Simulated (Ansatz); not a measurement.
# Property card for Ni7Ge4

Theory: DFT r2SCAN, scalar-relativistic, plane waves, PAW in Ansatz.

Plane waves to 500 eV, a k mesh through Γ of 12×12×4 on the computed 11-atom cell and Gaussian smearing (0.10 eV); no spin polarisation.

The structure is relaxed at this level of theory with its symmetry kept. Whether it is the stable form of this composition wasn't checked.

```cif
data_structure
_symmetry_space_group_name_H-M 'P-6m2'
_symmetry_Int_Tables_number 187
_cell_length_a 3.9358
_cell_length_b 3.9358
_cell_length_c 9.9335
_cell_angle_alpha 90.000
_cell_angle_beta 90.000
_cell_angle_gamma 120.000
_cell_volume 133.26
loop_
_atom_site_label
_atom_site_type_symbol
_atom_site_symmetry_multiplicity
_atom_site_Wyckoff_symbol
_atom_site_fract_x
_atom_site_fract_y
_atom_site_fract_z
_atom_site_occupancy
Ni1 Ni 2 g 0.00000 0.00000 0.37320 1
Ni2 Ni 2 g 0.00000 0.00000 0.87897 1
Ni3 Ni 1 f 0.66667 0.33333 0.50000 1
Ni4 Ni 2 h 0.33333 0.66667 0.24447 1
Ge1 Ge 2 i 0.66667 0.33333 0.24394 1
Ge2 Ge 1 c 0.33333 0.66667 0.00000 1
Ge3 Ge 1 d 0.33333 0.66667 0.50000 1
```

Q: Formation energy from the elements' standard states (uncorrected)?

A: -0.221 eV/atom.

Q: Density of states at the Fermi level?

A: 6.93 states/eV per cell.

Q: Löwdin character within 0.5 eV of the Fermi level?

A: Ni 3d 69 %, Ge 4p 22 %.

A ferromagnetic start lost its moments in a first run, so spin was left out; other magnetic orders weren't tried.

Cost: 1 run of about 6.6 core-minutes, on Intel Xeon 6975P-C (Granite Rapids) (shared hosts).